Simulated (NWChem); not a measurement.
Everything below was run with NWChem. System: formamide (CH3NO), charge 0, spin multiplicity 1, at a geometry optimised with PBE/def2-SVP. Level: MP2/cc-pVDZ, 3 core orbitals frozen.

NWChem printed:

```
             Northwest Computational Chemistry Package (NWChem) 7.3.0
             --------------------------------------------------------

                                NWChem Input Module
                                -------------------

 Scaling coordinates for geometry "geometry" by  1.889725989
 (inverse scale =  0.529177249)

 Turning off AUTOSYM since
 SYMMETRY directive was detected!

                             Geometry "geometry" -> ""
                             -------------------------

 Output coordinates in angstroms (scale by  1.889725989 to convert to a.u.)

  No.       Tag          Charge          X              Y              Z
 ---- ---------------- ---------- -------------- -------------- --------------
    1 N                    7.0000    -0.19820100    -1.08354000     0.00000000
    2 C                    6.0000    -0.31312700     0.27745300     0.00000000
    3 O                    8.0000     0.61858200     1.06425000     0.00000000
    4 H                    1.0000     0.73262700    -1.50538300     0.00000000
    5 H                    1.0000    -1.01839400    -1.68881600     0.00000000
    6 H                    1.0000    -1.39673000     0.60025600     0.00000000

 Effective nuclear repulsion energy (a.u.)      70.6327980625

            Nuclear Dipole moment (a.u.)
            ----------------------------
        X                 Y               Z
 ---------------- ---------------- ----------------
    -0.0000188973    -0.0000094486     0.0000000000

      Symmetry information
      --------------------

 Group name             Cs
 Group number              2
 Group order               2
 No. of unique centers     6

      Symmetry unique atoms

     1    2    3    4    5    6


 Summary of "ao basis" -> "" (spherical)
 ------------------------------------------------------------------------------
       Tag                 Description            Shells   Functions and Types
 ---------------- ------------------------------  ------  ---------------------
 *                          cc-pvdz                   on all atoms

 Summary of "ao basis" -> "ao basis" (spherical)
 ------------------------------------------------------------------------------
       Tag                 Description            Shells   Functions and Types
 ---------------- ------------------------------  ------  ---------------------
 N                          cc-pvdz                  6       14   3s2p1d
[...]
 -----------   ------   -------------------------------------------------------
    1 N    7     7.27   2.00  0.72  0.63  2.43  1.47  0.02
    2 C    6     5.64   2.00  0.70  0.32  1.85  0.54  0.22
    3 O    8     8.40   2.00  0.84  0.92  2.78  1.83  0.02
    4 H    1     0.86   0.70  0.10  0.06
    5 H    1     0.86   0.71  0.10  0.06
    6 H    1     0.97   0.75  0.19  0.03

       Multipole analysis of the density wrt the origin
       ------------------------------------------------

     L   x y z        total         open         nuclear
     -   - - -        -----         ----         -------
     0   0 0 0     -0.000000      0.000000     24.000000

     1   1 0 0     -0.923399      0.000000     -0.000019
     1   0 1 0     -1.367694      0.000000     -0.000009
     1   0 0 1      0.000000      0.000000      0.000000

     2   2 0 0    -11.750350      0.000000     26.601392
     2   1 1 0     -1.406585      0.000000     21.523698
     2   1 0 1      0.000000      0.000000      0.000000
     2   0 2 0    -12.613326      0.000000     82.919766
     2   0 1 1     -0.000000      0.000000      0.000000
     2   0 0 2    -13.758511      0.000000      0.000000

                   NWChem MP2 Semi-direct Energy/Gradient Module
                   ---------------------------------------------

  Basis functions       =     57
  Molecular orbitals    =     57
  Frozen core           =      3
  Frozen virtuals       =      0
  Active alpha occupied =      9
  Active beta occupied  =      9
  Active alpha virtual  =     45
  Active beta virtual   =     45
  Use MO symmetry       = T
  Use skeleton AO sym   = T

  AO/Fock/Back tols     =   1.0D-09  1.0D-09  1.0D-09

 GA uses MA = F    GA memory limited = T

 Available:
  local mem=  1.26D+08
 global mem=  1.44D+08
 local disk=  0.00D+00
  mp2_memr nvloc                    45
  nvloc new                    45
   1 passes of   9:        3145728                      16955                   2281808.
   1 passes of   9: M    126153891           G      144172702           F     123008163.

 Semi-direct pass number   1 of   1  for RHF alpha+beta  at        0.6s
  vrange nnbf                  1653
  mp2_eaftype                    10  avail_ma_in_mb                  1099
 EAF : mp2_eaftype filesize          10    1140904.
  mp2_eaf for mointskh                     10
Node 0 wrote      5.4 Mb in      0.0 s     Agg I/O rate:  2168.6 Mb/s
 Done moints_semi at        1.4s
  mp2_eaftype                    10  avail_ma_in_mb                  1089
 EAF : mp2_eaftype filesize          10    1140904.
  mp2_eaf for kh                    10
 Done maket at        1.5s
 Done multipass loop at        1.5s

          -------------------------------------------
          SCF energy                -168.945531490421
          Correlation energy          -0.485233806387
          Singlet pairs               -0.295852736153
          Triplet pairs               -0.189381070234
          Total MP2 energy          -169.430765296808
          -------------------------------------------

          ---------------------------------------------------
                    Spin Component Scaled (SCS) MP2
          Same spin pairs                     -0.126254046822
          Same spin scaling factor             0.333333333333
          Opposite spin pairs                 -0.358979759564
          Opposite spin scaling fact.          1.200000000000
          SCS-MP2 correlation energy          -0.472860393752
          Total SCS-MP2 energy              -169.418391884173
          ---------------------------------------------------

 -----------------------
 Performance information
 -----------------------

 Timer overhead =  1.94D-07 seconds/call

               Nr. of calls         CPU time (s)                 Wall time (s)                GFlops
             ---------------    -------------------     ------------------------------   -------------------
Name         Min   Avg   Max    Min     Avg     Max     Min     Avg     Max   Mx/calls   Min     Max     Sum
mp2: moin     1     1     1   0.82    0.82    0.82     0.82    0.82    0.82    0.82      0.0     0.0     0.0
mp2: make     1     1     1   5.50E-2 5.50E-2 5.50E-2  5.50E-2 5.50E-2 5.50E-2 5.50E-2   0.0     0.0     0.0
mp2: tota     1     1     1   0.89    0.89    0.89     0.89    0.89    0.89    0.89      0.0     0.0     0.0

 The average no. of pstat calls per process was 3.00D+00
 with a timing overhead of 5.81D-07s

 Task  times  cpu:        1.4s     wall:        1.4s

 Total times  cpu:        1.5s     wall:        1.5s
```

Problem. Write an NWChem input that would produce this output.

Solution. One answer among several that fit: 
```
start mol
memory heap 200 mb stack 900 mb global 1100 mb
geometry units angstroms nocenter noautoz
  N     -0.198201    -1.083540     0.000000
  C     -0.313127     0.277453     0.000000
  O      0.618582     1.064250     0.000000
  H      0.732627    -1.505383     0.000000
  H     -1.018394    -1.688816     0.000000
  H     -1.396730     0.600256     0.000000
  symmetry group Cs
end
basis spherical
  * library cc-pvdz
end
scf
  rhf
  nopen 0
  maxiter 100
  thresh 1e-7
  semidirect memsize 60000000 filesize 0
end
mp2
  freeze core 3
end
task mp2 energy
```
